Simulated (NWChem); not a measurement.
**BCl2 (SMILES Cl[B]Cl): levels of theory compared**

We compute a comparison of 4 runs (UHF/STO-3G, UHF/3-21G, UB3LYP/6-31G*) of BCl2. 

The results are computed with NWChem 7.3.0.

2 further runs of the same task are left out: 2 set aside as unsound or not needed.

## 1. The molecule

The species is BCl2 (3 atoms), meant as a doublet with charge 0. As SMILES, `Cl[B]Cl`. The coordinates come from a PBE0-D4/def2-TZVP relaxation.

Bond lengths: Cl1–B2 1.720 Å, B2–Cl3 1.720 Å. Angles: Cl1–B2–Cl3 125.4°.

## 2. Energy and gradient at UHF/STO-3G (run 1)

Input file bcl2.nw:

```
start bcl2
memory 2200 mb

geometry noautosym nocenter noautoz
 Cl     0.371500    -1.525600     0.030000
 B     -0.463900    -0.050300    -0.256900
 Cl     0.081500     1.511100     0.213700
end

basis spherical bse
 Cl library STO-3G
 B library STO-3G
end

scf
 nopen 1
 uhf
 thresh 1e-08
 maxiter 80
end

task scf gradient
```

Launch:

```console
$ nwchem bcl2.nw > bcl2.out
```

What it wrote:

```text
[...]
  functions       =    23
[...]
  wavefunction    = UHF
[...]
         Total SCF energy =   -933.531312277977
      One electron energy =  -1495.131274549496
      Two electron energy =    459.240876395618
 Nuclear repulsion energy =    102.359085875901
                       Sz =      0.5000
                 Sz(Sz+1) =      0.7500
                      S^2 =      0.7537
[...]
                         UHF ENERGY GRADIENTS
    atom               coordinates                        gradient
                 x          y          z           x          y          z
   1 Cl      0.702033  -2.882966   0.056692   -0.015338   0.025454  -0.005450
   2 B      -0.876644  -0.095053  -0.485471    0.025649   0.001567   0.014067
   3 Cl      0.154013   2.855565   0.403834   -0.010312  -0.027022  -0.008617
[...]
```

Wall time 1 s (1 thread of AMD EPYC 9R45 (Zen 5), shared host); peak memory 0.099 GiB.

## 3. Energy and gradient at UHF/3-21G (run 2)

Input file input.nw:

```
start input
title "BCl2 hf"
memory 2200 mb
charge 0

geometry units atomic noautosym nocenter noautoz
  Cl   0.70203326  -2.88296618   0.05669178
  B   -0.87664395  -0.09505322  -0.48547064
  Cl   0.15401268   2.85556515   0.40383447
end

basis spherical bse
  * library 3-21G
end

scf
  nopen 1
  uhf
  thresh 1e-08
  maxiter 80
  print low
end

task scf gradient
```

Launch:

```console
$ nwchem input.nw > input.out
```

What it wrote:

```text
[...]
  functions       =    35
[...]
  wavefunction    = UHF
[...]
         Total SCF energy =   -939.134721841549
      One electron energy =  -1501.066436753469
      Two electron energy =    459.572636531706
 Nuclear repulsion energy =    102.359078380213
                       Sz =      0.5000
                 Sz(Sz+1) =      0.7500
                      S^2 =      0.7544
[...]
                         UHF ENERGY GRADIENTS
    atom               coordinates                        gradient
                 x          y          z           x          y          z
   1 Cl      0.702033  -2.882966   0.056692   -0.011783   0.024090  -0.003679
   2 B      -0.876644  -0.095053  -0.485471    0.018845   0.001152   0.010336
   3 Cl      0.154013   2.855565   0.403834   -0.007062  -0.025242  -0.006657
 Task  times  cpu:        0.6s     wall:        0.6s
 Total times  cpu:        0.6s     wall:        0.6s
```

It took 1.1 s on 1 thread of AMD EPYC 9R45 (Zen 5), shared host; peak memory 0.099 GiB.

Run 3 isn't shown in full; the table further down has it.

## 4. Energy and forces at UB3LYP/6-31G(d) (Cartesian functions) (run 4)

Input file geom.nw:

```
start geom
title "BCl2"
memory total 2200 mb
charge 0
geometry units angstroms noautosym nocenter noautoz
  Cl     0.371500    -1.525600     0.030000
  B     -0.463900    -0.050300    -0.256900
  Cl     0.081500     1.511100     0.213700
end
basis cartesian
  * library 6-31G*
end
dft
  xc b3lyp
  mult 2
  grid xfine
  convergence energy 1e-08
  maxiter 100
  mulliken
  print medium
end
task dft gradient
```

Launch:

```console
$ nwchem geom.nw > geom.out
```

What it wrote:

```text
[...]
          Wavefunction type:  spin polarized.
          No. of atoms     :     3
          No. of electrons :    39
[...]
          Charge           :     0
          Spin multiplicity:     2
[...]
          AO basis - number of functions:    53
[...]
              XC Information
              --------------
                         B3LYP Method XC Potential
                     Hartree-Fock (Exact) Exchange  0.200
                        Slater Exchange Functional  0.800 local
                    Becke 1988 Exchange Functional  0.720 non-local
              Lee-Yang-Parr Correlation Functional  0.810
                  VWN I RPA Correlation Functional  0.190 local
[...]
 d= 0,ls=0.0,diis     1   -945.1754840826 -1.05D+03  1.60D-02  1.58D-01     0.8
[...]
 d= 0,ls=0.0,diis    10   -945.2446699980 -5.59D-09  4.87D-07  3.51D-10     6.6
[...]
         Total DFT energy =     -945.244669998016
      One electron energy =    -1506.906457554638
           Coulomb energy =      519.872439525283
    Exchange-Corr. energy =      -60.569737844563
 Nuclear repulsion energy =      102.359085875901
[...]
      Total Density - Mulliken Population Analysis
     ---------------------------------------------
    Atom       Charge   Shell Charges
 -----------   ------   -------------------------------------------------------
    1 Cl  17    17.05   2.00  1.99  5.97  1.47  3.63  0.53  1.49 -0.02
    2 B    5     4.90   1.99  0.60  1.26  0.54  0.43  0.08
    3 Cl  17    17.05   2.00  1.99  5.97  1.47  3.63  0.53  1.49 -0.02
[...]
      <S2> =      0.7520 (Exact =     0.7500)
[...]
  wavefunction    = open shell
                         DFT ENERGY GRADIENTS
    atom               coordinates                        gradient
                 x          y          z           x          y          z
   1 Cl      0.702033  -2.882966   0.056692   -0.004583   0.008906  -0.001483
   2 B      -0.876644  -0.095053  -0.485471    0.007414   0.000442   0.004065
   3 Cl      0.154013   2.855565   0.403834   -0.002831  -0.009348  -0.002582
[...]
```

Run time: 8.4 s. Hardware: 1 thread of AMD EPYC 9R45 (Zen 5), shared host; peak memory 0.12 GiB.

## 5. All runs side by side

| run | level | iteration cap | module | energy (Eh) | dipole moment (D) | HOMO energy (eV) | LUMO energy (eV) | wall time |
| --- | --- | --- | --- | --- | --- | --- | --- | --- |
| 1 | UHF/STO-3G | 80 | scf | -933.531312 | 1.09 | -8.70 | 4.73 | 1 s |
| 2 | UHF/3-21G | 80 | scf | -939.134722 | – | – | – | 1.1 s |
| 3 | UB3LYP/6-31G* (spherical functions) | 100 | dft | -945.237684 | 0.17 | -6.01 | -2.06 | 6.9 s |
| 4 | UB3LYP/6-31G* (Cartesian functions) | 100 | dft | -945.244670 | 0.17 | -6.01 | -2.06 | 8.4 s |

## 6. Outcome

| quantity | value |
| --- | --- |
| run 4: total energy | -945.24467 Eh |
| run 4: dipole moment | 0.17 D |
| run 4: HOMO energy (highest over α and β) | -6.01 eV |
| run 4: LUMO energy (lowest over α and β) | -2.06 eV |
| run 4: ⟨S²⟩ | 0.752 |
| run 4: largest force on an atom | 0.521 eV/Å |

In words: Over runs 1, 3, 4 the dipole moment (its size) runs from 0.17 D (UB3LYP/6-31G*) to 1.09 D (UHF/STO-3G). The two ends differ in method and basis. The two dipoles point in opposite directions. In run 1 the basis is minimal, so the values are rough. All runs together took 17 s, the longest 8.4 s.
